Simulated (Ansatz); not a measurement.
# CH₄LiS+: single points off equilibrium

One table from this session's results is given with a row withheld; the runs are named, their logs left out.

The runs use Ansatz 0.2.0, Gaussian basis; single points in def2-TZVPP.

Cores are frozen in the correlated methods. The outer core shell of Li, Na, Mg and K is correlated.

## The starting structure

7 atoms, charge 1, spin multiplicity 1.

Atoms are counted from 1 here; the program's logs count them from 0.

Bond lengths: Li1–C2 2.072 Å, C2–S3 1.794 Å, C2–H4 1.105 Å, C2–H5 1.091 Å, S3–H6 1.367 Å, S3–H7 1.386 Å. Angles: Li1–C2–S3 127.9°, Li1–C2–H4 102.5°, Li1–C2–H5 110.2°, S3–C2–H4 102.1°, S3–C2–H5 106.1°, H4–C2–H5 105.7°, C2–S3–H6 98.9°, C2–S3–H7 104.8°, H6–S3–H7 92.3°.

Geometry (Å):

```xyz
7
CH4LiS
Li   -2.52430    0.14100   -0.16980
C    -0.47720   -0.08820   -0.39310
S     0.74760   -0.36820    0.88770
H    -0.40360   -1.01470   -0.99080
H    -0.07570    0.70370   -1.02650
H     0.78180    0.88760    1.42730
H     1.96780   -0.18890    0.25510
```

Set-up of the first run:

File run/in.yaml:

```yaml
crystal:
  periodic: [false, false, false]
  atoms:
    - {symbol: Li, position_ang: [-2.524300, 0.141000, -0.169800]}
    - {symbol: C, position_ang: [-0.477200, -0.088200, -0.393100]}
    - {symbol: S, position_ang: [0.747600, -0.368200, 0.887700]}
    - {symbol: H, position_ang: [-0.403600, -1.014700, -0.990800]}
    - {symbol: H, position_ang: [-0.075700, 0.703700, -1.026500]}
    - {symbol: H, position_ang: [0.781800, 0.887600, 1.427300]}
    - {symbol: H, position_ang: [1.967800, -0.188900, 0.255100]}
basis:
  gaussian: {orbitals: def2-TZVPP}
total_charge: 1
correlation: {method: ccsd_t}
output: {forces: true}
```

No record of the launch command was kept for these runs.

Steps of the session up to this table: CCSD(T)/def2-TZVPP; PBE0-D4/def2-TZVPP; wB97M-V/def2-TZVPP; r2SCAN-D4/def2-TZVPP; PBE-D4/def2-TZVPP; r2SCANh-D4/def2-TZVPP; LC-wPBE/def2-TZVPP.

One table of the session follows, with a row left open; its other results are not shown here.

| method | RMS force component (eV/Å) | angle to CCSD(T) forces (°) |
| --- | --- | --- |
| CCSD(T) | 0.361 | reference |
| PBE0-D4 | 0.362 | 21.5 |
| wB97M-V | 0.375 | 8.7 |
| r2SCAN-D4 | 0.327 | 22.3 |
| PBE-D4 | ? | ? |
| r2SCANh-D4 | 0.366 | 19.0 |
| LC-wPBE | 0.464 | 19.5 |

Q: Estimate the row for PBE-D4 from the others.

The run gave: RMS force component (eV/Å): 0.248; angle to CCSD(T) forces (°): 43.1. In the column «RMS force component (eV/Å)» it is the lowest.
